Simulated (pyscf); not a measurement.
This saddle point was located with ωB97X-D3(BJ)/def2-SVP in PySCF.

```xyz
11

As    -2.1591    -1.7966     0.4591
As    -1.0723     0.1194     1.2209
H     -1.1571    -1.0869    -0.9782
H     -3.3393    -0.9092     0.0834
H     -1.9666     1.0710     1.9592
H     -0.0866    -0.2205     2.3015
Si     0.0112     1.2444    -0.7618
H     -0.5512    -0.3996    -1.3390
H      0.5016     2.3256     0.1735
H      1.2462     0.9836    -1.5702
H     -1.0970     1.8941    -1.5241
```
Charge 0, spin multiplicity 1.

Surface: singlet, charge 0. Lowest wavenumbers (cm⁻¹): 805i, 103, 156, 235, 266.

**Question.** What reaction is this the transition state of?

**Answer.** H₂As–AsH₂ + silane (SiH₄) ⇌ •HAs–AsH₂ + hydrogen (H₂) + silyl (SiH₃•), a concerted fragmentation read from left to right: As–H, H–Si broken and H–H formed. At ωB97M-D3(BJ)/def2-TZVP it lies +2.26 eV from the left side and -0.56 eV from the right (each side as separated species at their lowest minima found). On the product side the descent ends in an adduct with a As–Si contact (not fully relaxed), 1.83 eV under the separated species and 0.98 eV under the saddle at ωB97X-D3(BJ)/def2-TZVP. At ωB97M-D3(BJ) the saddle lies under the separated products, which points to a path from their complex (located at ωB97X-D3(BJ) alone), and parting the products costs more than the saddle. At ωB97X-D3(BJ) the barrier from the zero used here is 2.03 eV. One saddle was located; it need not be the lowest between these sides. Elements up to Kr have no core potential and no relativistic terms here.
